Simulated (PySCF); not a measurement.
Can point charges reproduce the dipole moment of `C=S` (CH2S)?

Coordinates (GFN2-xTB, Å) and charges (e) from the PBE0/pcSseg-1 density (PySCF):

| atom | x | y | z | Mulliken | IAO | Hirshfeld | ESP-fitted |
| --- | --- | --- | --- | --- | --- | --- | --- |
| C1 | -0.115 | 0.005 | 0.003 | -0.2536 | -0.3518 | -0.0363 | -0.0935 |
| S2 | 1.484 | -0.052 | 0.135 | -0.0742 | +0.0239 | -0.0756 | -0.1533 |
| H3 | -0.612 | 0.819 | -0.509 | +0.1639 | +0.1639 | +0.0559 | +0.1232 |
| H4 | -0.747 | -0.767 | 0.421 | +0.1639 | +0.1639 | +0.0560 | +0.1236 |

What dipole does each set of charges give (1 e·Å = 4.803 D), and what does the density give?

The full density gives (-1.80, 0.07, -0.15) D, 1.81 D in size; dipole vectors point from the negative to the positive end.

```json
{"scheme": "Mulliken", "μx": "-1.46", "μy": "0.05", "μz": "-0.12", "size (D)": "1.46", "share of the full size (%)": "81", "angle to the full dipole (°)": "0"}
{"scheme": "IAO", "μx": "-0.71", "μy": "0.03", "μz": "-0.06", "size (D)": "0.71", "share of the full size (%)": "39", "angle to the full dipole (°)": "0"}
{"scheme": "Hirshfeld", "μx": "-0.88", "μy": "0.03", "μz": "-0.07", "size (D)": "0.89", "share of the full size (%)": "49", "angle to the full dipole (°)": "0"}
{"scheme": "ESP-fitted", "μx": "-1.85", "μy": "0.07", "μz": "-0.15", "size (D)": "1.85", "share of the full size (%)": "102", "angle to the full dipole (°)": "0"}
```

Which set comes closest?

Length of the difference vector: ESP-fitted 0.05 D, Mulliken 0.34 D, Hirshfeld 0.92 D, IAO 1.10 D. Closest: ESP-fitted. ESP charges are fitted to the potential around the molecule, whose slowest-falling term is the dipole's. 

What is left for the Hirshfeld atoms' own dipoles?

The shares of the density sum to the whole, so what Σ q r misses lies in dipoles about the nuclei. The atomic dipoles sum to (-1.80, 0.07, -0.15) − (-0.88, 0.03, -0.07) = (-0.92, 0.03, -0.08) D, 0.92 D in size.

With the origin at the mean of the coordinates, (0.003, 0.001, 0.013) Å, which are the largest single terms, by size, of the IAO dipole along the direction of the full one?

H4 +0.54, H3 +0.54, C1 -0.20, S2 -0.17 D; all 4 atoms together +0.71 D. The single terms depend on the origin, their sum doesn't.

Give the size of the full dipole in other units.

1.81 D = 0.712 au = 0.377 e·Å = 6.03 × 10⁻³⁰ C·m.

Geometry: GFN2-xTB; no solvent, vibrations or thermal averaging.
